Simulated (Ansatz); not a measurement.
**Reading a saddle point**

A first-order saddle point of AlH3SO, closed shell, PBE0-D4/def2-TZVP, with one imaginary mode of 998i cm⁻¹:

Al1  (-0.652, 0.376, -0.506)
O2  (0.805, 0.164, 0.621)
S3  (-0.224, -1.469, -1.359)
H4  (0.762, -0.835, 0.014)
H5  (-1.509, 1.681, -0.349)
H6  (0.818, 0.083, 1.580)
(Å)

Computed with Ansatz 0.2.0 (basis: def2-TZVPP and def2-QZVPP); correlated methods freeze the cores. Extrapolation: Hartree–Fock as exp(−7.88 √X), correlation as X^−2.97.

Task: Which contacts change along the imaginary mode, and what lies on either side? (A judgement: the text doesn't fix the answer.)

Result: The calculation gives: The step is AlH₃SO ([OH][AlH][SH]) → AlHS ([AlH][S]) + H₂O (still joined by a long Al–O bond), with the molecules in contact on both sides. Shortening one way: O2–H4; lengthening the same way: Al1–O2, S3–H4.
```tsv
pair	one side (Å)	saddle (Å)	other side (Å)
O2–H4	2.98	1.17	0.98
Al1–O2	1.69	1.85	1.96
S3–H4	1.35	1.81	2.57
```

Task: Which side is lower, and how far does the saddle lie above each? (Judge from chemistry; the value comes from the calculation.)

Result: Computed: The side with Al1–O2, S3–H4 short is lower by 1.419 eV; the saddle lies 1.637 eV above it and 0.218 eV above the other (CCSD(T) at an estimated basis limit (MP2 extrapolated from triple and quadruple zeta, plus CCSD(T) − MP2 in triple zeta); electronic energies).

No T1 diagnostic of these runs exceeds 0.014.

Labels in which every atom is bracketed show which atoms are joined, not bond orders.

For scale, one of the runs: CCSD(T)/def2-TZVPP, 157 basis functions, launched by `ansatz run in.yaml --threads 2 --pin off --events-out ev --progress --plain --max-ram 4352MiB`. Hardware: 2 CPU threads of an Arm Neoverse V2, shared host. Wall time 12 s; peak host memory 1 GiB.
